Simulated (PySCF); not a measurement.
# Functional benchmark on one molecule

Molecule: SMILES O=C(Cl)C1CC1, C4H5ClO.

Molfile (atoms numbered from 1):
```
C4H5ClO
     RDKit          3D

 11 11  0  0  0  0  0  0  0  0999 V2000
    1.7246   -1.9626    0.6071 O   0  0  0  0  0  0  0  0  0  0  0  0
    1.2079   -1.0409    0.0751 C   0  0  0  0  0  0  0  0  0  0  0  0
    1.9856   -0.2921   -1.3756 Cl  0  0  0  0  0  0  0  0  0  0  0  0
   -0.0587   -0.3974    0.4727 C   0  0  0  0  0  0  0  0  0  0  0  0
   -0.2745    1.0919    0.3244 C   0  0  0  0  0  0  0  0  0  0  0  0
   -1.0225    0.1591   -0.5509 C   0  0  0  0  0  0  0  0  0  0  0  0
   -0.4782   -0.8879    1.3546 H   0  0  0  0  0  0  0  0  0  0  0  0
    0.5430    1.6628   -0.1213 H   0  0  0  0  0  0  0  0  0  0  0  0
   -0.7946    1.5831    1.1502 H   0  0  0  0  0  0  0  0  0  0  0  0
   -2.0824   -0.0220   -0.3578 H   0  0  0  0  0  0  0  0  0  0  0  0
   -0.7173    0.0880   -1.5973 H   0  0  0  0  0  0  0  0  0  0  0  0
  1  2  2  0
  2  3  1  0
  2  4  1  0
  4  5  1  0
  5  6  1  0
  6  4  1  0
  4  7  1  0
  5  8  1  0
  5  9  1  0
  6 10  1  0
  6 11  1  0
M  END
```

Geometry PBE0-D3(BJ)/def2-SVP throughout; GIAO in PySCF 2.14.0 with density-fitted response routines, gas phase, one conformer, non-relativistic; equivalent atoms averaged; basis pcSseg-2.

Reference values (measured; solution, not stated per compound (mostly CDCl3 or CCl4); Pretsch, Buehlmann, Badertscher, Structure Determination of Organic Compounds, 4th ed. (2009)): δ(H7) = 2.11 ppm. Computed shifts are taken against TMS, calculated as an isolated molecule at each level.

Question: How do the functionals WP04, B97-2, BHandHLYP, CAM-B3LYP, wB97X-D, LC-wPBE perform against the reference? Times are CPU seconds on 1 thread of an Arm Neoverse V2, shared host.

Answer: 
| functional | kind | H7 | abs. error H | core-s |
| --- | --- | --- | --- | --- |
| WP04 | global hybrid | 1.86 | 0.25 | 41 |
| B97-2 | global hybrid | 1.81 | 0.30 | 41 |
| BHandHLYP | global hybrid | 1.76 | 0.35 | 40 |
| CAM-B3LYP | range-separated hybrid | 1.79 | 0.32 | 55 |
| wB97X-D | range-separated hybrid | 1.79 | 0.32 | 54 |
| LC-wPBE | range-separated hybrid | 1.79 | 0.32 | 64 |

For ¹H the closest is WP04 (0.25 ppm) and the furthest BHandHLYP (0.35 ppm). One molecule is a small sample, and vibrational and solvent effects are absent from the calculation.
